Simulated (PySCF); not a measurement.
Compound: C5H11O (doublet state).
Cartesian coordinates in Å at the GFN2-xTB level; atoms count from 1:
```
atom  x, y, z in Å
C1    -0.688   -0.955    1.234
C2    -0.845    0.292    0.459
C3    -2.267    0.395   -0.131
O4     0.039    0.375   -0.656
C5     1.374    0.670   -0.328
C6     2.130   -0.493    0.307
H7    -0.832   -0.960    2.296
H8    -0.617   -1.889    0.711
H9    -0.675    1.165    1.115
H10   -3.004    0.380    0.666
H11   -2.357    1.319   -0.695
H12   -2.438   -0.443   -0.800
H13    1.841    0.946   -1.278
H14    1.408    1.542    0.345
H15    1.611   -0.810    1.214
H16    3.142   -0.186    0.559
H17    2.170   -1.335   -0.378
```

The hyperfine couplings belong to this conformer and change with its torsions.

Identity: `[CH2][C@H](C)OCC` [radical].

Method used: UKS B3LYP, pcH-1 on C H O, non-relativistic, mean-field spin-orbit, GIAO (PySCF 2.14.0). Geometry: GFN2-xTB, one conformer, isolated molecule. A GFN2-xTB geometry isn't a minimum of the functional, and hyperfine couplings can be far from their values at a DFT geometry. Stability of the SCF solution: not tested.

Question: Where do the isotropic ENDOR lines of H7/H8, H9, H10/H11/H12, H13 and H15/H16/H17 fall at 347.0 mT, to first order?

Answer: ν± = |νn ± a/2|, one line for each electron-spin manifold; νn = |g_N| × 7.62259 MHz/T × B.

```json
{"nuclei": "H7/H8", "isotope": "1H", "g_N": "5.5857", "νn (MHz)": "14.77", "a_iso (MHz)": "-61.64", "lower line (MHz)": "16.05", "upper line (MHz)": "45.60"}
{"nuclei": "H9", "isotope": "1H", "g_N": "5.5857", "νn (MHz)": "14.77", "a_iso (MHz)": "23.93", "lower line (MHz)": "2.81", "upper line (MHz)": "26.74"}
{"nuclei": "H10/H11/H12", "isotope": "1H", "g_N": "5.5857", "νn (MHz)": "14.77", "a_iso (MHz)": "8.33", "lower line (MHz)": "10.61", "upper line (MHz)": "18.94"}
{"nuclei": "H13", "isotope": "1H", "g_N": "5.5857", "νn (MHz)": "14.77", "a_iso (MHz)": "6.80", "lower line (MHz)": "11.37", "upper line (MHz)": "18.17"}
{"nuclei": "H15/H16/H17", "isotope": "1H", "g_N": "5.5857", "νn (MHz)": "14.77", "a_iso (MHz)": "4.01", "lower line (MHz)": "12.77", "upper line (MHz)": "16.78"}
```

Question: Which pairs are centred on the nuclear Larmor frequency, and which on half the coupling?

Answer: Centred on νn, since |a| < 2νn: H9, H10/H11/H12, H13 and H15/H16/H17. Centred on |a|/2 and split by 2νn: H7/H8.

Means are taken over nuclei equivalent by connectivity, which assumes that they swap fast. The three 1H nuclei of mean +8.3 MHz run from -3.5 to 27.3 MHz in the frozen geometry. The three 1H nuclei of mean +4.0 MHz run from -1.8 to 7.7 MHz in the frozen geometry.
